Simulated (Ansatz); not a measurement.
**Al₂C₃: from a trial structure to a relaxed crystal**

Theory: DFT PBE, scalar-relativistic, plane waves, PAW in Ansatz. Cutoff 420 eV, Γ-centred k mesh, Gaussian smearing, no spin polarisation in the final step.

This is the end of a relaxation of cell and atoms.

```xyz
5
Lattice="4.2043 0.0000 0.0000 -2.1022 3.6410 0.0000 0.0000 0.0000 3.9581" Properties=species:S:1:pos:R:3 pbc="T T T"
Al    0.0000    2.4274    1.0650
Al    2.1022    1.2137    2.8931
C     0.4231    0.7328    0.0000
C     3.3582    0.0000    0.0000
C    -1.6791    2.9083    0.0000
```

The zero of energy is the elements' standard structures at the same level; no fitted shifts are applied.

What space group does it have?

P321 (No. 150). Conventional cell: a = 4.204 Å, c = 3.958 Å. Al has 3 C at 2.05 Å; around C lie 2 C at 1.47 Å.

What is its formation energy per atom?

0.88 eV/atom.

Is it a metal?

Yes, bands cross the Fermi level on the 12×12×10 mesh.

The final run used a 12×12×10 mesh on its 5-atom cell and 0.10 eV smearing. The k mesh leaves about 4 meV/atom of noise in metals. The cell came from a trial start, so Al₂C₃ may not exist in this structure.

Cost: 3 runs of about 1.6 core-minutes in all, on AMD EPYC 7R43 (Zen 3) (shared hosts).